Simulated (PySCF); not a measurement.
Molecule: SMILES C=CC(=O)Cl, C3H3ClO.

Bonds (- single, = double, # triple, : aromatic): C1=C2 1.336 Å, C2-C3 1.478 Å, C3=O4 1.187 Å, C3-Cl5 1.786 Å. C1 carries H6, H7; C2 carries H8. H6 is cis to C3; H7 is trans to C3.

Geometry PBE0-D3(BJ)/def2-SVP throughout; GIAO in PySCF 2.14, gas phase, one conformer, non-relativistic; equivalent atoms averaged; basis pcSseg-2.

For orientation, LC-wPBE gives these absolute shieldings σ: C3 4.2, C1 34.1, C2 38.3, O4 -228.5, Cl5 475.6, H6 24.23, H8 24.67, H7 25.01 ppm.

A run gave: C3 3.2, C1 35.7, C2 39.8, O4 -226.2, Cl5 481.6, H6 24.46, H8 24.97, H7 25.32 ppm (absolute shieldings σ).

**Question.** Which functional was used in that run?
A. BHandHLYP
B. B97-2
C. CAM-B3LYP
D. wB97X-D

**Answer.** A. Cl5 tells them apart best: BHandHLYP gives 481.6, CAM-B3LYP gives 446.4, B97-2 gives 462.3, wB97X-D gives 459.6 ppm.
